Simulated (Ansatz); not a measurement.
The input, for Ansatz 0.2.0:

```yaml
crystal:
  periodic: [false, false, false]
  atoms:
    - {symbol: Si, position_ang: [-1.859822, 0.028327, 0.000001]}
    - {symbol: H, position_ang: [-2.354694, 1.428035, 0.000001]}
    - {symbol: H, position_ang: [-2.354693, -0.671527, 1.212184]}
    - {symbol: H, position_ang: [-2.354694, -0.671527, -1.212182]}
    - {symbol: H, position_ang: [-0.249822, 0.028327, 0.000000]}
    - {symbol: Si, position_ang: [1.939178, 0.028327, -0.000001]}
    - {symbol: H, position_ang: [2.551358, -0.845957, 1.090012]}
    - {symbol: H, position_ang: [2.551358, -0.845957, -1.090013]}
basis:
  gaussian: {orbitals: cc-pVDZ}
magnetization: {spin_polarized: true, initial_magnetization: 0}
hamiltonian: {pseudopotentials: {relativity: none}}
correlation: {method: ccsd, electrons: valence}
scf: {omitted_lower_state_checks: [cluster_reference]}
```

```sh
$ ansatz run in.yaml --threads 1 --pin off --events-out ev --progress --plain --max-ram 2393MiB
```

The program prints:

```
these checks for a lower state are left out or cut short: cluster_reference
624 factors; integrals over basis functions are off by at most 1.4e-3 eV
mean field evaluation 1: about -15815.4963 eV, gradient 8.6e0 eV
mean field evaluation 2: about -15815.4987 eV, gradient 8.6e0 eV
mean field evaluation 4: about -15816.4766 eV, gradient 4.6e-1 eV
mean field evaluation 8: about -15816.4802 eV, gradient 8.3e-4 eV
mean field evaluation 16: about -15816.5288 eV, gradient 1.3e-3 eV
mean field -15816.52883626 eV, -581.2467139041 hartree, gradient 5.2e-6 eV, S^2 0.302769; 3 other end points of the search recorded, 0 dependent functions left out
10 core orbitals not correlated: weight in the atoms' cores, before any rotation towards them, 1.000 or more for the frozen orbitals, at most 0.000 for the correlated occupied ones
reference -15816.52883626 eV, -581.2467139041 hartree; 7, 7 occupied and 49, 49 virtual orbitals, 624 factors
second order -5.57613498 eV of doubles, -0.00000000 eV of singles
cycle   1  -6.68467085 eV  change    -1.1e0 eV  update   8.5e-2
cycle   2  -7.11703511 eV  change   -4.3e-1 eV  update   4.1e-2
cycle   3  -7.16332091 eV  change   -4.6e-2 eV  update   2.7e-2
cycle   4  -7.19831926 eV  change   -3.5e-2 eV  update   2.2e-2
cycle   5  -7.24954815 eV  change   -5.1e-2 eV  update   1.5e-2
cycle   6  -7.26110185 eV  change   -1.2e-2 eV  update   6.8e-3
cycle   7  -7.26551481 eV  change   -4.4e-3 eV  update   2.9e-3
cycle   8  -7.26728429 eV  change   -1.8e-3 eV  update   1.2e-3
cycle   9  -7.26655817 eV  change    7.3e-4 eV  update   5.7e-4
cycle  10  -7.26600846 eV  change    5.5e-4 eV  update   1.9e-4
cycle  11  -7.26600219 eV  change    6.3e-6 eV  update   6.5e-5
cycle  12  -7.26605842 eV  change   -5.6e-5 eV  update   3.3e-5
cycle  13  -7.26606104 eV  change   -2.6e-6 eV  update   1.7e-5
Total energy: -15823.79489730 eV, -581.5137367224 hartree
Checks for a lower state left out: cluster_reference
```

Ran on 1 thread of Arm Neoverse V1, shared host: 2.8 s wall, 0.21 GiB peak host memory.
